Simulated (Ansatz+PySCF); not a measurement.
# doublet C₆H₅: levels of theory in one basis

```xyz
11

C     1.3946    0.0096   -0.0015
C     0.7808    1.2270    0.0002
C    -0.6345    1.2112    0.0092
C    -1.3236    0.0044   -0.0088
C    -0.6282   -1.2145   -0.0095
C     0.7666   -1.2181   -0.0045
H     1.3225    2.1771   -0.0014
H    -1.1767    2.1497    0.0029
H    -2.4230    0.0001   -0.0058
H    -1.1735   -2.1576    0.0057
H     1.3328   -2.1640   -0.0064
```

Basis set: def2-SVP (spherical functions). Correlated methods keep 6 orbitals frozen. Correlation on ROHF uses semicanonical orbitals with singles. Charge 0, multiplicity 2.

Computed with Ansatz (development build ahead of 0.2.0); each method stands on the lowest determinant of its kind that the runs found. NEVPT2 correlates all electrons. Active spaces start from the frontier orbitals, and the lowest solution found is given.

```json
{"method": "ROHF", "E − E(ROHF) (eV)": "0.00", "<S²> of the determinant": "0.75"}
{"method": "UHF", "E − E(ROHF) (eV)": "-0.37", "<S²> of the determinant": "1.37"}
{"method": "ROHF-MP2", "E − E(ROHF) (eV)": "-20.45", "<S²> of the determinant": "–"}
{"method": "UHF-MP2", "E − E(ROHF) (eV)": "-19.47", "<S²> of the determinant": "1.37"}
{"method": "SC-NEVPT2(7,7)", "E − E(ROHF) (eV)": "-21.02", "<S²> of the determinant": "–"}
```

(1) What does CASSCF(7,7) give on the same scale?

(2) Is a single determinant a sound starting point here?

Results:

(1) -2.05 eV.

(2) It is doubtful. Unrestricted orbitals lower Hartree–Fock by 0.37 eV and <S²> is 1.37 where a pure state has 0.75, a sign of strong static correlation. The CASSCF(7,7) natural occupations are 1.96, 1.90, 1.89, 1.00, 0.11, 0.10, 0.04.

Caution for UHF, UHF-MP2: the unrestricted determinant is spin contaminated.
